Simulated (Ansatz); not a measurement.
Mulliken charges of C3H5Cl (`C/C=C/Cl`) from r2SCAN/def2-TZVPP in Ansatz (PBE0-D4/def2-TZVP geometry).

```
atom   x (Å)   y (Å)   z (Å)  charge (e)
  C1   0.052   1.190   0.042      -0.074
  C2  -0.265  -0.229   0.363      -0.121
  C3   0.180  -1.252  -0.347       0.004
 Cl4  -0.187  -2.894   0.024      -0.114
  H5  -0.862   1.762  -0.143       0.055
  H6   0.689   1.271  -0.841       0.036
  H7   0.565   1.674   0.879       0.055
  H8  -0.896  -0.425   1.225       0.074
  H9   0.813  -1.144  -1.220       0.084
```

Task: By hand: the dipole of these point charges (1 e Å = 4.8032 D).

Result: Σ q r = (0.061, 0.372, -0.053) e Å, of length 0.381 e Å = 1.83 D.

Task: How does the dipole of the full density compare? (Best estimate.)

Result: The calculation gave: (0.047, 0.397, -0.031) e Å, 1.93 D; the point charges give 0.95 times that, at 4° from its direction.

Point charges leave out the atoms' own dipoles, such as those of lone pairs, and Mulliken's split depends on the basis, so the close match here is no proof of good charges.
